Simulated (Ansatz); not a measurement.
# Ni, fcc: geometry optimisation

Computed with Ansatz, DFT, r2SCAN, plane waves (500 eV) with PAW, scalar-relativistic. (PAW data from PBE, frozen cores regenerated.)

k-point mesh 15×15×15, Fermi-Dirac smearing 0.1 eV, no spin polarisation. Cell and atoms relax.

Starting structure:

```
Ni
1.0
     0.00000    1.76194    1.76194
     1.76194    0.00000    1.76194
     1.76194    1.76194    0.00000
Ni
1
Direct
  0.00000 0.00000 0.00000
```

Problem. The pressure at the start is -10.0 GPa. By how much does the volume change?

Solution. From 10.94 to 10.41 Å³ per atom, -4.8 %. The final cell has a = 3.466 Å.

Problem. How much energy does the relaxation gain?

Solution. 17.4 meV per atom.

Path of the relaxation (the plane waves are chosen anew near the end, which can shift the energy a little):

```csv
step,E − E(final) (meV/atom),V (Å³/atom),P (GPa),max force (eV/Å)
0,17.43,10.940,-10.05,0.000
1,3.92,10.664,-5.15,0.000
2,-0.49,10.388,0.55,0.000
3,-0.50,10.413,0.00,0.000
4,-0.01,10.413,-0.06,0.000
5,-0.01,10.410,0.00,0.000
6,0.00,10.410,0.00,0.000
```

Spin polarisation is off here; a magnetic state may lie lower.
